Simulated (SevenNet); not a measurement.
fcc Ca

The numbers are results of the machine-learned potential SevenNet-l3i5 (trained on PBE and PBE+U data), not measurements.

Cell (relaxed at this level):

```
Ca
1.0
    0.00000     2.76450     2.76450
    2.76450     0.00000     2.76450
    2.76450     2.76450     0.00000
Ca
1
Cartesian
  0.00000   0.00000   0.00000
```

```json
{
  "bulk_modulus": "15.3 GPa",
  "elastic constant C44": "10.8 GPa",
  "quasi-harmonic linear expansion coefficient at 300 K": "24.2 ×10⁻⁶/K"
}
```

Measured, for comparison: bulk modulus 18.6 GPa (corrected for temperature and zero-point phonon effects, our sources range from 15.9 to 18.7; as tabulated in Levämäki et al. (2014), arXiv:1402.3671); elastic constant C44 16 GPa (temperature not stated, no zero-point or thermal correction; as tabulated in Jones et al. (2010), arXiv:1012.0803); quasi-harmonic linear expansion coefficient at 300 K 22.3 ×10⁻⁶/K (temperature not stated, polycrystal mean; as tabulated in Wikipedia's data pages). Computed (rounded) less measured: bulk modulus not scored (sources differ), elastic constant C44 -32 %, quasi-harmonic linear expansion coefficient at 300 K +9 %.

A machine-learned potential is trained on density-functional data: it inherits that level's misses and adds fitting errors of its own.

Elastic constants are with the ions relaxed.
